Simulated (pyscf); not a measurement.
PySCF, gas phase, ωB97X-D3(BJ)/def2-SVP geometries.

Question: PBE/def2-TZVP puts the barrier of methyl (CH₃•) + H₃C–SiH₂–Cl → methane (CH₄) + H₃C–SiH•–Cl (hydrogen abstraction; doublet surface; H–Si broken, C–H formed) at 1.7 kcal/mol and the reaction energy at -19.6 kcal/mol, from the separated reactants. What do PBE0-D3(BJ)/def2-TZVP, M06-2X/def2-TZVP, ωB97M-D3(BJ)/def2-TZVP give on the same structures?

Answer: PBE0-D3(BJ): ΔE‡ = 4.2 kcal/mol, ΔE = -17.3 kcal/mol; M06-2X: ΔE‡ = 7.9 kcal/mol, ΔE = -17.6 kcal/mol; ωB97M-D3(BJ): ΔE‡ = 8.0 kcal/mol, ΔE = -14.8 kcal/mol. PBE's barrier lies under all of them, by 2.5 to 6.4 kcal/mol. Its reaction energy lies under all of them, by 2.0 to 4.8 kcal/mol. One saddle was located; it need not be the lowest between these sides. The angle at the transferred H is 171°.
